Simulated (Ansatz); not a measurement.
# C3H3NS: how energies converge with the basis set

An exercise on one series of results from a longer session: the logs are not shown, and one member is left open.

Program: Ansatz 0.2.0, Gaussian basis. Level of theory: one geometry, several basis sets. These are calculated values, not measurements.

The runs, in order: PBE0-D4/def2-SVP; ωB97M-V/def2-SVP; PBE0-D4/def2-QZVPP; ωB97M-V/def2-QZVPP; the functionals' def2-TZVPP values are taken from earlier runs.

**The geometry**

The geometry comes from an earlier relaxation with PBE0-D4 in a triple-zeta def2 set; it is a stationary point, not always the lowest conformer.

8 atoms, charge 0, spin multiplicity 1.

Atoms are counted from 1 here; the program's logs count them from 0.

Bond lengths: N1–C2 1.245 Å, N1–H6 1.017 Å, C2–C3 1.466 Å, C2–S5 1.861 Å, C3–C4 1.340 Å, C3–H7 1.081 Å, C4–S5 1.773 Å, C4–H8 1.081 Å. Angles: C2–N1–H6 113.6°, N1–C2–C3 133.9°, N1–C2–S5 134.5°, C3–C2–S5 91.6°, C2–C3–C4 97.5°, C2–C3–H7 129.7°, C4–C3–H7 132.8°, C3–C4–S5 100.0°, C3–C4–H8 133.3°, S5–C4–H8 126.7°, C2–S5–C4 71.0°.

Set-up of the first run:

Contents of in.yaml:

```yaml
crystal:
  periodic: [false, false, false]
  atoms:
    - {symbol: N, position_ang: [-0.111575, 1.884863, 0.460851]}
    - {symbol: C, position_ang: [-0.146831, 0.693800, 0.099052]}
    - {symbol: C, position_ang: [0.739930, -0.456415, 0.299615]}
    - {symbol: C, position_ang: [0.020156, -1.353571, -0.387045]}
    - {symbol: S, position_ang: [-1.333077, -0.331265, -0.902833]}
    - {symbol: H, position_ang: [-0.908183, 2.430866, 0.141217]}
    - {symbol: H, position_ang: [1.674278, -0.522381, 0.838822]}
    - {symbol: H, position_ang: [0.157302, -2.403095, -0.605477]}
basis:
  gaussian: {orbitals: def2-SVP}
hamiltonian: {xc: pbe0, dispersion: d4}
output: {orbitals: {seedname: orbitals}}
```

Started as:

```bash
> ansatz run in.yaml --threads 2 --pin off --events-out ev --progress --plain --max-ram 4352MiB
```

Steps of the session up to this table: PBE0-D4 in def2-SVP; ωB97M-V in def2-SVP; PBE0-D4 in def2-QZVPP; ωB97M-V in def2-QZVPP.

One table of the session follows, with a row left open; its other results are not shown here.

It belongs to the step «Functionals by basis». 

| functional | basis | HOMO (eV) |
| --- | --- | --- |
| PBE0-D4 | def2-SVP | -6.54 |
| PBE0-D4 | def2-TZVPP | -6.64 |
| PBE0-D4 | def2-QZVPP | ? |
| ωB97M-V | def2-SVP | -8.67 |
| ωB97M-V | def2-TZVPP | -8.79 |
| ωB97M-V | def2-QZVPP | -8.83 |

Estimate the missing values for PBE0-D4, def2-QZVPP.

**Answer.** HOMO (eV): -6.67. In the column «HOMO (eV)» it lies between ωB97M-V, def2-SVP (-8.67) and PBE0-D4, def2-TZVPP (-6.64).
